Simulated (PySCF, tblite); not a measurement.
**BNH6: dynamics, then NMR shifts on frames**

How do NMR shifts of BNH6 (`[BH3-][NH3+]`) change as the atoms move?

The runs use tblite 0.8.0 and PySCF 2.14.0, with density-fitted response routines of our own; the level of theory stands in each step. All values are computed, except where a source is named. Atoms count from 0, in the outputs and in this text.

**1. Starting geometry**

8 atoms, charge 0, multiplicity 1; geometry from: GFN2-xTB.

Bonds of the start (Å): B0–N1 1.66, B0–H2 1.19, B0–H3 1.19, B0–H4 1.19, N1–H5 1.01, N1–H6 1.01, N1–H7 1.01.

**2. Dynamics with GFN2-xTB**

The job: settings as JSON, then the geometry in Å.

```
{"job": {"kind": "md", "xc": "GFN2-xTB", "basis": "xTB", "temperature": 300, "steps": 2000, "every": 50, "frames": 5}, "charge": 0, "multiplicity": 1}
B     -0.826597     0.039512     0.052643
N      0.826070    -0.037445    -0.059147
H     -1.233729    -0.248102    -1.028473
H     -1.127529    -0.750181     0.891440
H     -1.072504     1.162973     0.360071
H      1.221013     0.203738     0.841623
H      1.132956     0.619683    -0.766040
H      1.089377    -0.980765    -0.316683
```

Level: GFN2-xTB Langevin dynamics, gas phase.

Run with:

```sh
$ OMP_NUM_THREADS=1 python probes_run.py task.json out
```

The driver reads the jobs from task.json and runs them one after another.

Standard output:

```text
t/fs     T/K      E/eV
    0.0   234.1   -195.98815
   25.0   111.2   -195.82885
   50.0   193.9   -195.84429
   75.0   257.3   -195.87946
  100.0   214.3   -195.81079
  125.0   174.3   -195.79131
  150.0   185.0   -195.80491
  175.0   172.3   -195.80320
  200.0   233.6   -195.87375
  225.0   235.7   -195.82709
  250.0   189.5   -195.72930
  275.0   219.0   -195.74517
  300.0   145.2   -195.72749
  325.0   236.0   -195.85891
  350.0   253.6   -195.78342
  375.0   168.4   -195.82796
  400.0   261.8   -195.82348
  425.0   285.7   -195.83075
  450.0   231.8   -195.81881
  475.0   276.6   -195.75025
  500.0   341.0   -195.79118
  525.0   183.1   -195.78451
  550.0   225.4   -195.75935
  575.0   189.9   -195.63113
  600.0   329.7   -195.75621
  625.0   323.0   -195.78932
  650.0   212.5   -195.73295
  675.0   157.8   -195.70763
  700.0   295.4   -195.82504
  725.0   326.6   -195.83714
  750.0   335.8   -195.81538
  775.0   265.9   -195.80045
  800.0   245.5   -195.80944
  825.0   190.0   -195.86498
  850.0   302.8   -195.87967
  875.0   126.9   -195.79772
  900.0   259.0   -195.88057
  925.0   275.6   -195.80224
  950.0   237.3   -195.76003
  975.0   267.0   -195.63795
 1000.0   280.0   -195.74293
```

Wall time 11 s (1 thread, shared host).

Distance from the start (root mean square after alignment): 0 fs 0.00 Å, 200 fs 0.07 Å, 400 fs 0.26 Å, 600 fs 0.21 Å, 800 fs 0.10 Å, 1000 fs 0.18 Å.

Positions (Å) and forces (eV/Å) at 1000 fs:

```xyz
8

B    -0.919    0.074   -0.175    1.147   -0.152    0.910
N    -1.267   -1.581   -0.120   -0.829   -0.399    0.204
H    -1.406    0.664   -1.117    0.135   -0.625    0.570
H    -1.179    0.469    0.943   -0.398    0.009   -0.563
H     0.309   -0.029   -0.168   -0.493    0.376   -0.539
H    -0.524   -2.068    0.416   -0.925    0.542   -0.284
H    -1.224   -1.904   -1.077    0.076   -0.009   -0.131
H    -2.235   -1.789    0.230    1.286    0.258   -0.168
```

**3. NMR shieldings: 250 fs, PBE0/pcSseg-1**

The job: settings as JSON, then the geometry in Å.

```
{"job": {"kind": "nmr", "xc": "PBE0", "basis": "pcSseg-1", "pop": false}, "charge": 0, "multiplicity": 1}
B     -0.882400    -0.245400    -0.067500
N      0.790200    -0.416100    -0.564000
H     -1.033000    -1.254200     0.582700
H     -0.795200     0.789700     0.610600
H     -1.484700    -0.015800    -1.017800
H      1.167300     0.521100    -0.836100
H      0.851900    -1.212800    -1.244600
H      1.319700    -0.744000     0.241400
```

Method: GIAO PBE0/pcSseg-1 NMR shielding, non-relativistic, gas phase.

Standard output:

```text
coarse grid: 5872 points
cycle   1  E = -83.0328305139  dE = -1.624e-01  |g| = 3.206e-01  |ddm| = 2.046e+00
cycle   2  E = -83.0509889313  dE = -1.816e-02  |g| = 2.481e-01  |ddm| = 6.346e-01
cycle   3  E = -83.0720998857  dE = -2.111e-02  |g| = 1.951e-02  |ddm| = 2.623e-01
cycle   4  E = -83.0722055423  dE = -1.057e-04  |g| = 7.689e-03  |ddm| = 2.338e-02
cycle   5  E = -83.0722162270  dE = -1.068e-05  |g| = 3.522e-03  |ddm| = 6.059e-03
cycle   6  E = -83.0722186535  dE = -2.426e-06  |g| = 2.214e-04  |ddm| = 1.955e-03
final grid: 54432 points
cycle   7  E = -83.0800778311  dE = -2.460e-05  |g| = 5.157e-03  |ddm| = 1.411e-02
cycle   8  E = -83.0800761038  dE =  1.727e-06  |g| = 6.144e-03  |ddm| = 8.046e-03
cycle   9  E = -83.0800844558  dE = -8.352e-06  |g| = 6.075e-04  |ddm| = 3.967e-03
cycle  10  E = -83.0800845499  dE = -9.416e-08  |g| = 1.235e-04  |ddm| = 5.085e-04
cycle  11  E = -83.0800845539  dE = -4.005e-09  |g| = 1.380e-05  |ddm| = 9.646e-05
cycle  12  E = -83.0800845540  dE = -4.657e-11  |g| = 1.233e-06  |ddm| = 1.408e-05
converged SCF energy = -83.0800845540

GIAO shielding tensors (ppm)
atom      isotropic    diamagn.    paramagn.     s11        s22        s33       span
  0 B      117.263     190.721     -73.458     97.521    102.549    151.718     54.197
  1 N      224.617     315.906     -91.289    205.944    229.569    238.336     32.392
  2 H       28.815      30.120      -1.305     26.305     26.975     33.165      6.860
  3 H       28.583      30.141      -1.558     25.992     27.251     32.507      6.515
  4 H       29.422      30.916      -1.494     27.040     28.240     32.987      5.947
  5 H       27.806      28.726      -0.920     21.731     24.440     37.248     15.517
  6 H       27.940      27.817       0.123     22.043     24.525     37.253     15.210
  7 H       29.271      30.720      -1.449     23.537     25.826     38.449     14.912
```

Run time: 7.9 s. Hardware: 1 thread, shared host.

The references, computed at this level on geometries of the same kind, shield at (ppm): 1H TMS 31.72, 15N NH3 267.7, 11B BF3·OEt2 100.1. Their shielding less the atom's gives the shift. The references are single molecules in the gas phase, so shifts against H2O, NH3, PH3, H3PO4 or CFCl3 are not on the usual liquid scales and can be off by tens of ppm. Each atom is listed at this fixed geometry, with no averaging over motion; a spectrum would average atoms that exchange fast.

```tsv
atoms	environment	σ (ppm)	δ (ppm)
H5	hydrogen on a donor nitrogen of a Lewis adduct	27.81	3.91
H6	hydrogen on a donor nitrogen of a Lewis adduct	27.94	3.78
H3	hydrogen on a boron bonded to N	28.58	3.13
H2	hydrogen on a boron bonded to N	28.82	2.90
H7	hydrogen on a donor nitrogen of a Lewis adduct	29.27	2.45
H4	hydrogen on a boron bonded to N	29.42	2.29
B0	boron bonded to N, 3 H	117.3	-17.2
N1	donor nitrogen of a Lewis adduct	224.6	43.1
```

Orbitals, density, ELF and potential are computed afterwards from the orbital file.

Frontier orbitals at PBE0/pcSseg-1, with the share of their density that lies nearest to each atom:

```tsv
orbital	energy (eV)	lies on
HOMO	-7.62	H3 52 %; B0 19 %; H4 17 %
LUMO	0.17	H5, H6 about 28 % each; H7 22 %; N1 10 %
```

ELF in a plane through or near 3 of the atoms.

Ten even steps from '0' (0.00) to '9' (1.00):
```
0000000000000000000000000000
0000000000000000000000000000
0000000000000000000000000000
0000000000000013455310000000
0000000000000038999975100000
0000000000000049999997300000
0000000011000038999998410000
0000001134432127999976200000
0000001246665435778753100000
0000012366227860450211000000
0000012366226961231321000000
0000014689987523566532100000
0000026899996213677642100000
0000027999995002576532100000
0000003699971001344321000000
0000000146520000122110000000
0000000000000000000000000000
0000000000000000000000000000
0000000000000000000000000000
0000000000000000000000000000
```
The map spans 7.7 Å across and 7.5 Å up, centred on the molecule. Atoms in the plane (x, y in Å): B0 (0.9, 0.1), N1 (-0.8, 0.0), H5 (-1.1, -1.0).

log10 of the density (e/Å³) in the same plane.

Ten even steps from '0' (-4.0) to '9' (1.4):
```
0000000000000000000000000000
0000000000000011111110000000
0000000000000112222211100000
0000000000011223333322211000
0000001112222334444433321100
0000012233333345555544322100
0001223444444456666654432100
0001234556666566777655432110
0012345567776666777655432210
0012345677888776997655432210
0012345677898766887655432210
0012345567777666676655432210
0002345567776656666655432110
0001234556665545555544332100
0000123344544334444433321100
0000012233333233333333221000
0000000111211122222222110000
0000000000000001111110000000
0000000000000000000000000000
0000000000000000000000000000
```
The map spans 7.7 Å across and 7.5 Å up, centred on the molecule. Atoms in the plane (x, y in Å): B0 (0.9, 0.1), N1 (-0.8, 0.0), H5 (-1.1, -1.0).

On the surface of density 0.002 e/bohr³ the electrostatic potential runs, from the 1st to the 99th percentile, from -1.58 to 2.51 V.

**4. Nuclear shieldings: 425 fs, PBE0/pcSseg-1**

The job: settings as JSON, then the geometry in Å.

```
{"job": {"kind": "nmr", "xc": "PBE0", "basis": "pcSseg-1", "pop": false}, "charge": 0, "multiplicity": 1}
B     -1.093200    -0.290400    -0.535000
N      0.523700    -0.728700    -0.578700
H     -1.714700    -1.073300     0.127700
H     -1.072000     0.815700    -0.114500
H     -1.539600    -0.234100    -1.655600
H      0.783800    -0.351900    -1.496300
H      0.686700    -1.729700    -0.537800
H      1.055300    -0.287900     0.106500
```

With the program's defaults for keys left out, this is: GIAO PBE0/pcSseg-1 NMR shielding, non-relativistic, gas phase.

Standard output:

```text
coarse grid: 5872 points
cycle   1  E = -83.0334843593  dE = -5.308e-02  |g| = 3.361e-01  |ddm| = 2.078e+00
cycle   2  E = -83.0530685964  dE = -1.958e-02  |g| = 2.575e-01  |ddm| = 6.446e-01
cycle   3  E = -83.0750646481  dE = -2.200e-02  |g| = 2.583e-02  |ddm| = 2.679e-01
cycle   4  E = -83.0752370621  dE = -1.724e-04  |g| = 1.093e-02  |ddm| = 2.839e-02
cycle   5  E = -83.0752601940  dE = -2.313e-05  |g| = 3.017e-03  |ddm| = 7.082e-03
cycle   6  E = -83.0752619692  dE = -1.775e-06  |g| = 2.108e-04  |ddm| = 1.808e-03
final grid: 54432 points
cycle   7  E = -83.0827188207  dE = -1.990e-05  |g| = 5.625e-03  |ddm| = 1.394e-02
cycle   8  E = -83.0827168939  dE =  1.927e-06  |g| = 6.607e-03  |ddm| = 8.494e-03
cycle   9  E = -83.0827264664  dE = -9.573e-06  |g| = 5.145e-04  |ddm| = 4.170e-03
cycle  10  E = -83.0827265359  dE = -6.952e-08  |g| = 8.120e-05  |ddm| = 4.163e-04
cycle  11  E = -83.0827265376  dE = -1.687e-09  |g| = 1.086e-05  |ddm| = 7.004e-05
cycle  12  E = -83.0827265376  dE = -2.524e-11  |g| = 9.343e-07  |ddm| = 1.008e-05
converged SCF energy = -83.0827265376

GIAO shielding tensors (ppm)
atom      isotropic    diamagn.    paramagn.     s11        s22        s33       span
  0 B      124.708     188.740     -64.032    105.828    110.558    157.740     51.912
  1 N      241.818     314.422     -72.605    225.162    242.786    257.504     32.342
  2 H       29.263      29.595      -0.332     26.610     27.941     33.238      6.628
  3 H       29.556      30.504      -0.948     26.687     28.047     33.934      7.248
  4 H       29.246      29.746      -0.501     26.632     28.065     33.039      6.407
  5 H       27.853      28.815      -0.963     19.775     25.974     37.809     18.034
  6 H       29.404      28.722       0.682     22.954     25.454     39.805     16.851
  7 H       30.739      32.769      -2.030     23.770     27.145     41.302     17.532
```

It took 4.7 s on 1 thread, shared host.

In short: δ B0 -24.6, N1 25.9, H5 3.86, H4 2.47 ppm.

**5. NMR shieldings: 625 fs, PBE0/pcSseg-1**

The job: settings as JSON, then the geometry in Å.

```
{"job": {"kind": "nmr", "xc": "PBE0", "basis": "pcSseg-1", "pop": false}, "charge": 0, "multiplicity": 1}
B     -1.030800     0.238100    -1.141800
N     -0.085400    -1.138400    -0.691800
H     -2.245700     0.048000    -0.943700
H     -0.516500     1.052400    -0.448900
H     -0.793300     0.385000    -2.295500
H      0.757600    -0.719700    -1.071000
H     -0.294500    -1.971300    -1.208400
H      0.008300    -1.224200     0.294500
```

Level: GIAO PBE0/pcSseg-1 NMR shielding, non-relativistic, gas phase.

Standard output:

```text
coarse grid: 5872 points
cycle   1  E = -83.0350875551  dE = -9.014e-02  |g| = 3.151e-01  |ddm| = 2.063e+00
cycle   2  E = -83.0526628616  dE = -1.758e-02  |g| = 2.412e-01  |ddm| = 6.115e-01
cycle   3  E = -83.0721198279  dE = -1.946e-02  |g| = 2.232e-02  |ddm| = 2.514e-01
cycle   4  E = -83.0722563899  dE = -1.366e-04  |g| = 8.154e-03  |ddm| = 2.525e-02
cycle   5  E = -83.0722686792  dE = -1.229e-05  |g| = 3.349e-03  |ddm| = 6.167e-03
cycle   6  E = -83.0722708686  dE = -2.189e-06  |g| = 2.476e-04  |ddm| = 1.904e-03
final grid: 54432 points
cycle   7  E = -83.0810163351  dE = -2.176e-05  |g| = 5.195e-03  |ddm| = 1.496e-02
cycle   8  E = -83.0810150848  dE =  1.250e-06  |g| = 5.954e-03  |ddm| = 7.742e-03
cycle   9  E = -83.0810228647  dE = -7.780e-06  |g| = 5.409e-04  |ddm| = 3.859e-03
cycle  10  E = -83.0810229392  dE = -7.455e-08  |g| = 1.038e-04  |ddm| = 4.488e-04
cycle  11  E = -83.0810229421  dE = -2.873e-09  |g| = 1.271e-05  |ddm| = 8.265e-05
cycle  12  E = -83.0810229421  dE = -4.026e-11  |g| = 1.357e-06  |ddm| = 1.407e-05
converged SCF energy = -83.0810229421

GIAO shielding tensors (ppm)
atom      isotropic    diamagn.    paramagn.     s11        s22        s33       span
  0 B      118.800     189.871     -71.071     99.855    104.427    152.119     52.264
  1 N      239.457     315.890     -76.433    216.583    246.523    255.266     38.683
  2 H       28.288      28.643      -0.356     25.982     27.269     31.612      5.630
  3 H       29.348      30.959      -1.611     26.841     27.219     33.982      7.141
  4 H       29.278      30.200      -0.921     26.719     27.806     33.310      6.591
  5 H       28.247      30.964      -2.718     20.310     26.895     37.534     17.224
  6 H       29.826      28.956       0.870     23.494     25.649     40.336     16.842
  7 H       29.949      31.812      -1.863     23.472     26.096     40.280     16.808
```

It took 4.6 s on 1 thread, shared host.

Key values: δ B0 -18.7, N1 28.3, H5 3.47, H2 3.43 ppm.

**6. NMR shieldings: 800 fs, PBE0/pcSseg-1**

The job: settings as JSON, then the geometry in Å.

```
{"job": {"kind": "nmr", "xc": "PBE0", "basis": "pcSseg-1", "pop": false}, "charge": 0, "multiplicity": 1}
B     -0.640900     0.153600    -0.579300
N     -0.275000    -1.389600     0.015500
H     -1.808800     0.201500    -0.791900
H     -0.490200     0.885100     0.428500
H      0.065700     0.266100    -1.487300
H      0.742700    -1.342100     0.128500
H     -0.547300    -2.113900    -0.587900
H     -0.728400    -1.588800     0.895100
```

Level: GIAO PBE0/pcSseg-1 NMR shielding, non-relativistic, gas phase.

Standard output:

```text
coarse grid: 5872 points
cycle   1  E = -83.0348690631  dE = -6.995e-02  |g| = 3.301e-01  |ddm| = 2.074e+00
cycle   2  E = -83.0532575583  dE = -1.839e-02  |g| = 2.567e-01  |ddm| = 6.451e-01
cycle   3  E = -83.0750049078  dE = -2.175e-02  |g| = 2.500e-02  |ddm| = 2.681e-01
cycle   4  E = -83.0751524731  dE = -1.476e-04  |g| = 1.265e-02  |ddm| = 2.864e-02
cycle   5  E = -83.0751845631  dE = -3.209e-05  |g| = 2.459e-03  |ddm| = 7.662e-03
cycle   6  E = -83.0751857788  dE = -1.216e-06  |g| = 2.180e-04  |ddm| = 1.693e-03
final grid: 54432 points
cycle   7  E = -83.0829993241  dE = -2.123e-05  |g| = 5.490e-03  |ddm| = 1.510e-02
cycle   8  E = -83.0829977521  dE =  1.572e-06  |g| = 6.352e-03  |ddm| = 8.397e-03
cycle   9  E = -83.0830066883  dE = -8.936e-06  |g| = 5.432e-04  |ddm| = 4.117e-03
cycle  10  E = -83.0830067642  dE = -7.589e-08  |g| = 8.876e-05  |ddm| = 4.369e-04
cycle  11  E = -83.0830067663  dE = -2.038e-09  |g| = 1.120e-05  |ddm| = 7.634e-05
cycle  12  E = -83.0830067663  dE = -2.902e-11  |g| = 1.203e-06  |ddm| = 1.208e-05
converged SCF energy = -83.0830067663

GIAO shielding tensors (ppm)
atom      isotropic    diamagn.    paramagn.     s11        s22        s33       span
  0 B      122.753     190.522     -67.769    104.705    109.403    154.151     49.445
  1 N      235.259     314.656     -79.396    219.559    240.790    245.430     25.871
  2 H       29.266      30.359      -1.093     26.760     28.350     32.688      5.928
  3 H       28.519      30.018      -1.499     25.824     27.426     32.308      6.484
  4 H       29.824      31.140      -1.315     27.255     27.941     34.277      7.022
  5 H       28.298      29.839      -1.541     21.329     25.682     37.882     16.552
  6 H       30.548      30.076       0.472     24.266     26.460     40.917     16.651
  7 H       29.614      30.014      -0.400     23.430     25.675     39.736     16.306
```

Wall time 4.4 s (1 thread, shared host).

This run: δ B0 -22.7, N1 32.5, H5 3.42, H3 3.20 ppm.

**7. NMR shieldings: 1000 fs, PBE0/pcSseg-1**

The job: settings as JSON, then the geometry in Å.

```
{"job": {"kind": "nmr", "xc": "PBE0", "basis": "pcSseg-1", "pop": false}, "charge": 0, "multiplicity": 1}
B     -0.918800     0.073700    -0.174600
N     -1.267200    -1.580800    -0.119700
H     -1.406100     0.664200    -1.116500
H     -1.179300     0.468900     0.942900
H      0.308600    -0.028700    -0.167800
H     -0.523600    -2.067800     0.416200
H     -1.223800    -1.903900    -1.077500
H     -2.235100    -1.788800     0.230100
```

Method: GIAO PBE0/pcSseg-1 NMR shielding, non-relativistic, gas phase.

Standard output:

```text
coarse grid: 5872 points
cycle   1  E = -83.0352126041  dE = -1.358e-01  |g| = 3.236e-01  |ddm| = 2.050e+00
cycle   2  E = -83.0535237278  dE = -1.831e-02  |g| = 2.498e-01  |ddm| = 6.444e-01
cycle   3  E = -83.0746371803  dE = -2.111e-02  |g| = 2.440e-02  |ddm| = 2.678e-01
cycle   4  E = -83.0747978654  dE = -1.607e-04  |g| = 1.030e-02  |ddm| = 2.819e-02
cycle   5  E = -83.0748182919  dE = -2.043e-05  |g| = 3.273e-03  |ddm| = 6.981e-03
cycle   6  E = -83.0748203951  dE = -2.103e-06  |g| = 2.489e-04  |ddm| = 1.986e-03
final grid: 54432 points
cycle   7  E = -83.0823500644  dE = -2.149e-05  |g| = 5.380e-03  |ddm| = 1.280e-02
cycle   8  E = -83.0823473612  dE =  2.703e-06  |g| = 6.681e-03  |ddm| = 8.207e-03
cycle   9  E = -83.0823570936  dE = -9.732e-06  |g| = 4.950e-04  |ddm| = 4.136e-03
cycle  10  E = -83.0823571607  dE = -6.705e-08  |g| = 1.017e-04  |ddm| = 4.516e-04
cycle  11  E = -83.0823571634  dE = -2.702e-09  |g| = 1.196e-05  |ddm| = 8.105e-05
cycle  12  E = -83.0823571634  dE = -3.453e-11  |g| = 1.077e-06  |ddm| = 1.230e-05
converged SCF energy = -83.0823571634

GIAO shielding tensors (ppm)
atom      isotropic    diamagn.    paramagn.     s11        s22        s33       span
  0 B      121.951     194.073     -72.122    104.506    108.580    152.767     48.261
  1 N      224.859     314.825     -89.966    209.942    226.786    237.848     27.906
  2 H       28.759      30.545      -1.786     26.599     27.449     32.229      5.630
  3 H       28.891      31.157      -2.267     26.441     27.644     32.587      6.146
  4 H       28.856      32.136      -3.281     25.944     27.321     33.302      7.359
  5 H       27.961      29.158      -1.197     21.644     24.998     37.240     15.597
  6 H       28.872      29.192      -0.319     22.380     26.073     38.164     15.784
  7 H       28.004      26.233       1.771     21.983     24.347     37.684     15.701
```

It took 5 s on 1 thread, shared host.

Key values: δ B0 -21.9, N1 42.9, H5 3.76, H7 3.71 ppm.

**8. Run by run: NMR shifts**

Shifts (ppm) of some atoms, chosen among heavy atoms and hydrogens apart, with basis size and wall time:

```tsv
frame	H6	H3	H2	H7	H4	B0	N1	functions	time
250 fs	3.78	3.13	2.90	2.45	2.29	-17.2	43.1	64	7.9 s
425 fs	2.31	2.16	2.45	0.98	2.47	-24.6	25.9	64	4.7 s
625 fs	1.89	2.37	3.43	1.77	2.44	-18.7	28.3	64	4.6 s
800 fs	1.17	3.20	2.45	2.10	1.89	-22.7	32.5	64	4.4 s
1000 fs	2.84	2.83	2.96	3.71	2.86	-21.9	42.9	64	5 s
```

**9. Outcome**

| quantity | value |
| --- | --- |
| thermostat | 300 K |
| mean temperature, second half | 256 K |
| mean potential energy above the minimum | 0.21 eV |
| 1H shifts against TMS (PBE0/pcSseg-1, 250 fs) | 3.91, 3.78, 3.13, 2.90, 2.45, 2.29 ppm |
| 11B shifts against BF3·OEt2 (PBE0/pcSseg-1, 250 fs) | -17.2 ppm |
| 15N shifts against NH3 (PBE0/pcSseg-1, 250 fs) | 43.1 ppm |
| surface potential, 1st and 99th percentile | -1.58 V and 2.51 V |
| range of the shift of N1 | 25.9 to 43.1 ppm |

**Reading.** In the second half the potential energy averages 0.21 eV above the minimum; equipartition over 18 harmonic modes at 300 K would give 0.23 eV. With 8 atoms the temperature swings widely (111 to 341 K). Shifts at one fixed geometry are not the observed spectrum, which averages over the motion. In the first frame run (250 fs): The largest span, 54 ppm, is at B0, where the paramagnetic term is -73 ppm. In ppm, N1 moves most: its shift spreads over 17.2 ppm, from 25.9 (425 fs) to 43.1 (250 fs).
